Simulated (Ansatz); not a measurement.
Born–Oppenheimer molecular dynamics of HO (2 atoms, charge -1, multiplicity 1). It starts from a relaxed structure.

The calculation used RKS B3LYP/6-31G* (Ansatz).

| Property | Result |
| --- | --- |
| ensemble | NVE (velocity Verlet) |
| time step | 0.25 fs |
| steps asked | 500 |
| starting velocities drawn for | 500 K |
| seed | 641680 |

Frames 2.5 fs apart, positions in Å.

Velocities at 27.5 fs (Å/ps):

```
O -0.44 0.14 -0.23
H 6.98 -2.24 3.60
```

```xyz
2
Properties=species:S:1:pos:R:3 time_fs=27.5 energy_less_start_eV=0.018 T=86
O 0.423 -0.136 0.218
H -0.447 0.143 -0.231
2
Properties=species:S:1:pos:R:3 time_fs=30 energy_less_start_eV=0.004 T=415
O 0.421 -0.135 0.217
H -0.411 0.132 -0.212
2
Properties=species:S:1:pos:R:3 time_fs=32.5 energy_less_start_eV=0.015 T=148
O 0.421 -0.135 0.217
H -0.401 0.128 -0.207
2
Properties=species:S:1:pos:R:3 time_fs=35 energy_less_start_eV=0.008 T=325
O 0.423 -0.135 0.218
H -0.438 0.140 -0.226
2
Properties=species:S:1:pos:R:3 time_fs=37.5 energy_less_start_eV=0.016 T=139
O 0.423 -0.136 0.218
H -0.445 0.142 -0.230
2
Properties=species:S:1:pos:R:3 time_fs=40 energy_less_start_eV=0.006 T=356
O 0.421 -0.135 0.217
H -0.408 0.131 -0.211
2
Properties=species:S:1:pos:R:3 time_fs=42.5 energy_less_start_eV=0.012 T=218
O 0.421 -0.135 0.217
H -0.403 0.129 -0.208
2
Properties=species:S:1:pos:R:3 time_fs=45 energy_less_start_eV=0.010 T=261
O 0.423 -0.136 0.218
H -0.441 0.141 -0.227
2
Properties=species:S:1:pos:R:3 time_fs=47.5 energy_less_start_eV=0.013 T=200
O 0.423 -0.136 0.218
H -0.443 0.142 -0.229
2
Properties=species:S:1:pos:R:3 time_fs=50 energy_less_start_eV=0.009 T=286
O 0.421 -0.135 0.217
H -0.405 0.130 -0.209
2
Properties=species:S:1:pos:R:3 time_fs=52.5 energy_less_start_eV=0.009 T=291
O 0.421 -0.135 0.217
H -0.406 0.130 -0.209
2
Properties=species:S:1:pos:R:3 time_fs=55 energy_less_start_eV=0.013 T=196
O 0.423 -0.136 0.218
H -0.443 0.142 -0.229
```

Of the whole run (125 fs, mean temperature of the second half 251 K): The conserved energy stayed within 0.075 meV per atom of its start (net change 0.062 meV per atom), so the integration is sound. Over the second half the temperature averaged 0.50 of the 500 K drawn at the start: a run that starts near a minimum puts about half its kinetic energy into the potential. A run of 0.12 ps of so small a system gives no equilibrium averages. Limits of this set-up: an anion without diffuse functions.

Run time: 56 s on 1 thread of Arm Neoverse V2, with other jobs on the host, peak memory 0.063 GiB.
